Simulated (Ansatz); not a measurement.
Geometry optimisation, RKS PBE0-D4/def2-SVP (Ansatz 0.2.0).

The input (input.yaml):

```yaml
crystal:
  periodic: [false, false, false]
  atoms:
    - { symbol: B, position_ang: [-0.081479, -0.500166, -0.125347] }
    - { symbol: H, position_ang: [0.293825, 0.662314, 1.92023] }
    - { symbol: H, position_ang: [0.844389, 0.11442, -0.599575] }
    - { symbol: H, position_ang: [-1.173847, 0.014162, -0.198332] }
    - { symbol: Si, position_ang: [0.084163, -2.35734, 0.520979] }
    - { symbol: H, position_ang: [-0.392859, -3.219284, -0.610005] }
    - { symbol: H, position_ang: [1.459121, -2.82254, 0.885795] }
    - { symbol: H, position_ang: [-0.820468, -2.625337, 1.685629] }
    - { symbol: H, position_ang: [0.262856, -0.056029, 1.850426] }
basis:
  gaussian: { orbitals: def2-SVP }
hamiltonian:
  xc: pbe0
  dispersion: d4
relax:
  f_tol: 0.03
  max_steps: 50
```

Launched with:

```bash
$ ansatz run input.yaml --threads 1 --pin off --max-ram 2048MiB --backend cpu --events-out ev --progress --plain --runs-dir out
```

Question: Where does it end, and by what steps?

Answer: It converged. After 12 steps the energy has fallen by 0.698 eV; H2 moved furthest, 0.69 Å. Parted: H2–H9 (0.72 → 0.98 Å). Joined: B1–H2 (2.38 → 1.30 Å), B1–H9 (2.05 → 1.28 Å).

| step | energy less start (eV) | largest force component (eV/Å) | accepted |
| --- | --- | --- | --- |
| 0 | 0.0000 | 1.812 | yes |
| 1 | -0.1051 | 0.812 | yes |
| 2 | -0.2163 | 0.715 | yes |
| 3 | -0.4208 | 0.908 | yes |
| 4 | -0.5190 | 0.787 | yes |
| 5 | -0.3587 | 4.028 | no |
| 6 | -0.6526 | 0.361 | yes |
| 7 | -0.6803 | 0.366 | yes |
| 8 | -0.6877 | 0.408 | yes |
| 9 | -0.6959 | 0.101 | yes |
| 10 | -0.6970 | 0.092 | yes |
| 11 | -0.6975 | 0.036 | yes |
| 12 | -0.6978 | 0.016 | yes |

```xyz
9
Properties=species:S:1:pos:R:3
B -0.035 -0.279 0.296
H 0.222 0.583 1.235
H 0.855 0.004 -0.468
H -1.198 -0.011 0.114
Si 0.069 -2.287 0.626
H -0.298 -2.918 -0.678
H 1.435 -2.763 1.010
H -0.889 -2.773 1.668
H 0.314 -0.347 1.527
```

Whether the end is a true minimum wasn't checked by a vibrational analysis.

The run took 19 s on 1 thread of Arm Neoverse V2, with other jobs on the host, peak memory 0.12 GiB.
